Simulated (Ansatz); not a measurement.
A run for Ansatz (an electronic-structure program): R-CCSD(T)/aug-cc-pV(T+d)Z on SiH2 (SMILES [SiH2]), atoms moved off the minimum. Files ending in .json are basis or fitting sets from the Basis Set Exchange.

Ansatz 0.2 input:
```yaml
crystal:
  periodic: [false, false, false]
  atoms:
    - {symbol: Si, position_ang: [0.18735601, 0.03983529, -0.01488073]}
    - {symbol: H, position_ang: [-0.04890584, -1.10542131, -1.03939399]}
    - {symbol: H, position_ang: [-0.07070196, 1.04976539, -0.80813981]}
basis:
  gaussian:
    orbitals: aug-cc-pV_T+d_Z.json
magnetization: {spin_polarized: false}
correlation: {method: ccsd_t, electrons: outside_noble_gas}
scf: {lower_state_search: off}
output: {forces: true}
```

Output:

```
WARN ansatz: RAYON_NUM_THREADS=1 ignored (pool sized by the plan → 1); use --threads N
Functional definition: HF
these checks for a lower state are left out or cut short: starts, cluster_reference, orbital_swaps, neighbouring_geometries, increment
integrals: 0.11 GiB planned
580 factors; integrals over basis functions are off by at most 1.6e-3 eV
mean field: 0.13 GiB planned
mean field evaluation 1: about -7891.3197 eV, gradient 8.1e0 eV
mean field evaluation 2: about -7891.3197 eV, gradient 8.1e0 eV
mean field evaluation 4: about -7891.7055 eV, gradient 4.4e-1 eV
mean field evaluation 8: about -7891.7074 eV, gradient 2.8e-4 eV
mean field -7891.70744052 eV, -290.0148992478 hartree, gradient 9.6e-7 eV, S^2 0.000000; 0 other end points of the search recorded, 0 dependent functions left out; unrestricted orbitals would lower it
5 core orbitals not correlated
reference -7891.70744052 eV, -290.0148992478 hartree; 3, 3 occupied and 93, 93 virtual orbitals, 580 factors
densities: 0.42 GiB planned
second order -3.01976715 eV of doubles, -0.00000000 eV of singles
coupled cluster: 0.30 GiB planned
cycle   1  -3.51153966 eV  change   -4.9e-1 eV  update   6.2e-2
cycle   2  -3.73620142 eV  change   -2.2e-1 eV  update   2.8e-2
cycle   3  -3.74863090 eV  change   -1.2e-2 eV  update   9.6e-3
cycle   4  -3.74964602 eV  change   -1.0e-3 eV  update   3.9e-3
cycle   5  -3.74988134 eV  change   -2.4e-4 eV  update   1.5e-3
cycle   6  -3.75002438 eV  change   -1.4e-4 eV  update   5.0e-4
cycle   7  -3.75019494 eV  change   -1.7e-4 eV  update   1.7e-4
cycle   8  -3.75021495 eV  change   -2.0e-5 eV  update   5.5e-5
cycle   9  -3.75019406 eV  change    2.1e-5 eV  update   1.9e-5
cycle  10  -3.75019559 eV  change   -1.5e-6 eV  update   6.8e-6
cycle  11  -3.75019689 eV  change   -1.3e-6 eV  update   2.4e-6
perturbative correction -0.10277625 eV, -0.0037769575 hartree
the calculation of the forces begins
Total energy: -7895.56041366 eV, -290.1564933991 hartree
Atom 0 at     0.187356     0.039835    -0.014881 Å, force     1.039828    -4.351013     3.155815 eV/Å
Atom 1 at    -0.048906    -1.105421    -1.039394 Å, force     0.028093     0.555819     0.182287 eV/Å
Atom 2 at    -0.070702     1.049765    -0.808140 Å, force    -1.067921     3.795195    -3.338101 eV/Å
Dipole moment:    -0.031543     0.084241    -0.102612 e Å
Checks for a lower state left out: starts, cluster_reference, orbital_swaps, neighbouring_geometries, increment
```

The calculation finished and met its thresholds.

Cost: around 7 core-seconds (rough).
